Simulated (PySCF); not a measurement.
Breaking a bond: SMILES S (H₂S), singlet. The S1–H3 bond (S1 also carries H; H3 carries nothing else) is pulled apart rigidly from the PBE0/def2-TZVP optimised geometry.

Levels: RKS-PBE0 = restricted PBE0/cc-pVTZ run with PySCF; UCCSD(T) = CCSD(T) on UHF/cc-pVTZ, 5 core orbitals frozen (PySCF).

Energies relative to the lowest point of each curve near equilibrium, in kcal/mol:

| R / Å | RKS-PBE0 |
|---|---|
| 0.99 | 75.6 |
| 1.15 | 16.4 |
| 1.22 | 5.9 |
| 1.31 | 0.4 |
| 1.34 | 0.0 |
| 1.47 | 4.0 |
| 1.56 | 10.2 |
| 1.80 | 32.3 |
| 2.22 | 71.1 |
| 2.99 | 117.5 |
| 3.26 | 127.0 |
| 4.70 | 149.0 |

Task: What does UCCSD(T) give at the same points?

Result: 0.99: 74.7; 1.15: 15.9; 1.22: 5.6; 1.31: 0.3; 1.34: 0.0; 1.47: 4.1; 1.56: 10.3; 1.80: 31.4; 2.22: 66.8; 2.99: 91.4; 3.26: 92.4; 4.70: 93.2 (kcal/mol).

The restricted form behind RKS-PBE0 keeps the bonding electrons paired and can't separate into open-shell fragments. The unrestricted determinant behind UCCSD(T) is spin-contaminated at 1.80 to 4.70 Å (<S²> up to 1.0, against 0.00 for a pure singlet).
